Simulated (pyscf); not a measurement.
Elementary routes open to Cl–Ga(Cl)–SeH + H atom (H•) in the gas phase (doublet surface):
A. H₂Se + [Cl–Ga–Cl]• (Ga–Se broken; H–Se formed)
B. [Cl–Ga–SeH]• + hydrogen chloride (HCl) (Cl–Ga broken; Cl–H formed)

Optimised with ωB97X-D3(BJ)/def2-SVP in PySCF.

Task: Rank the routes by free-energy barrier at 900 K, lowest first, for ωB97M-D3(BJ)/def2-TZVP energies (ideal gas, 1 atm, RRHO with modes under 100 cm⁻¹ raised to 100, one conformer, R ln 2 for chiral ones without a mode under 150 cm⁻¹).

Result: A (24.1 kcal/mol), B (33.0 kcal/mol)

Route A is the fastest of these, ahead of the next by 8.9 kcal/mol. The most stable products are those of A (ΔG = -15.4 kcal/mol), so kinetics and thermodynamics agree. At 298 K A is still the fastest. A: On the product side the descent ends in an adduct with a Ga–Se contact (not fully relaxed), 13.6 kcal/mol under the separated species and 19.8 kcal/mol under the saddle at ωB97X-D3(BJ)/def2-TZVP. B: On the product side the descent ends in a complex, 5.9 kcal/mol under the separated species and 24.7 kcal/mol under the saddle at ωB97X-D3(BJ)/def2-TZVP. Only these routes are compared; each barrier is that of the saddle found, and lower ones may exist. Elements up to Kr have no core potential and no relativistic terms here.
